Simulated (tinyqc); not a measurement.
ROHF in the sto-3g basis, for BH2, spin multiplicity 2, step by step. One step of it, computed by the program tinyqc.

Question. Iteration 2: Roothaan effective Fock matrix. With projectors Pc = D(beta) S, Po = (D(alpha) - D(beta)) S, Pv = 1 - D(alpha) S, the block xy is Px^T F Py; with Fc = (F(alpha) + F(beta))/2, the blocks are Fc for cc, oo, vv and cv, F(beta) for co and F(alpha) for ov.

F(alpha) (hartree):
```
,1B 1s,1B 2s,1B 2px,1B 2py,1B 2pz,2H 1s,3H 1s
1B 1s,-7.451278,-2.178142,0.000000,0.000000,-0.009335,-0.334494,-0.334494
1B 2s,-2.178142,-1.117401,0.000000,0.000000,0.057303,-0.426287,-0.426287
1B 2px,0.000000,0.000000,0.206447,0.000000,0.000000,0.000000,0.000000
1B 2py,0.000000,0.000000,0.000000,-0.092575,0.000000,-0.309490,0.309490
1B 2pz,-0.009335,0.057303,0.000000,0.000000,-0.113769,-0.179006,-0.179006
2H 1s,-0.334494,-0.426287,0.000000,-0.309490,-0.179006,-0.328855,-0.065760
3H 1s,-0.334494,-0.426287,0.000000,0.309490,-0.179006,-0.065760,-0.328855
```

F(beta) (hartree):
```
,1B 1s,1B 2s,1B 2px,1B 2py,1B 2pz,2H 1s,3H 1s
1B 1s,-7.424820,-2.166116,0.000000,0.000000,-0.007980,-0.329875,-0.329875
1B 2s,-2.166116,-0.970600,0.000000,0.000000,-0.133821,-0.428755,-0.428755
1B 2px,0.000000,0.000000,0.250407,0.000000,0.000000,0.000000,0.000000
1B 2py,0.000000,0.000000,0.000000,-0.055280,0.000000,-0.296536,0.296536
1B 2pz,-0.007980,-0.133821,0.000000,0.000000,0.253579,-0.110366,-0.110366
2H 1s,-0.329875,-0.428755,0.000000,-0.296536,-0.110366,-0.232339,-0.043539
3H 1s,-0.329875,-0.428755,0.000000,0.296536,-0.110366,-0.043539,-0.232339
```

D(alpha) after iteration 1:
```
,1B 1s,1B 2s,1B 2px,1B 2py,1B 2pz,2H 1s,3H 1s
1B 1s,1.066038,-0.247696,0.000000,0.000000,0.092598,-0.012483,-0.012483
1B 2s,-0.247696,0.966796,0.000000,0.000000,-0.396768,-0.059340,-0.059340
1B 2px,0.000000,0.000000,0.000000,0.000000,0.000000,0.000000,0.000000
1B 2py,0.000000,0.000000,0.000000,0.158170,0.000000,0.210479,-0.210479
1B 2pz,0.092598,-0.396768,0.000000,0.000000,0.430634,0.288496,0.288496
2H 1s,-0.012483,-0.059340,0.000000,0.210479,0.288496,0.544615,-0.015559
3H 1s,-0.012483,-0.059340,0.000000,-0.210479,0.288496,-0.015559,0.544615
```

D(beta) after iteration 1:
```
,1B 1s,1B 2s,1B 2px,1B 2py,1B 2pz,2H 1s,3H 1s
1B 1s,1.039727,-0.137851,0.000000,0.000000,-0.013341,-0.079249,-0.079249
1B 2s,-0.137851,0.508208,0.000000,0.000000,0.045514,0.219399,0.219399
1B 2px,0.000000,0.000000,0.000000,0.000000,0.000000,0.000000,0.000000
1B 2py,0.000000,0.000000,0.000000,0.158170,0.000000,0.210479,-0.210479
1B 2pz,-0.013341,0.045514,0.000000,0.000000,0.004077,0.019669,0.019669
2H 1s,-0.079249,0.219399,0.000000,0.210479,0.019669,0.375192,-0.184982
3H 1s,-0.079249,0.219399,0.000000,-0.210479,0.019669,-0.184982,0.375192
```

overlap S:
```
,1B 1s,1B 2s,1B 2px,1B 2py,1B 2pz,2H 1s,3H 1s
1B 1s,1.000000,0.269328,0.000000,0.000000,0.000000,0.040066,0.040066
1B 2s,0.269328,1.000000,0.000000,0.000000,0.000000,0.366912,0.366912
1B 2px,0.000000,0.000000,1.000000,0.000000,0.000000,0.000000,0.000000
1B 2py,0.000000,0.000000,0.000000,1.000000,0.000000,0.364981,-0.364981
1B 2pz,0.000000,0.000000,0.000000,0.000000,1.000000,0.178327,0.178327
2H 1s,0.040066,0.366912,0.000000,0.364981,0.178327,1.000000,0.045747
3H 1s,0.040066,0.366912,0.000000,-0.364981,0.178327,0.045747,1.000000
```

Give: effective F.

Answer.

effective F (hartree):
```
,1B 1s,1B 2s,1B 2px,1B 2py,1B 2pz,2H 1s,3H 1s
1B 1s,-7.438,-2.172,0.000,0.000,-0.011,-0.333,-0.333
1B 2s,-2.172,-1.018,0.000,0.000,-0.062,-0.435,-0.435
1B 2px,0.000,0.000,0.228,0.000,0.000,0.000,0.000
1B 2py,0.000,0.000,0.000,-0.074,0.000,-0.303,0.303
1B 2pz,-0.011,-0.062,0.000,0.000,0.035,-0.162,-0.162
2H 1s,-0.333,-0.435,0.000,-0.303,-0.162,-0.289,-0.063
3H 1s,-0.333,-0.435,0.000,0.303,-0.162,-0.063,-0.289
```
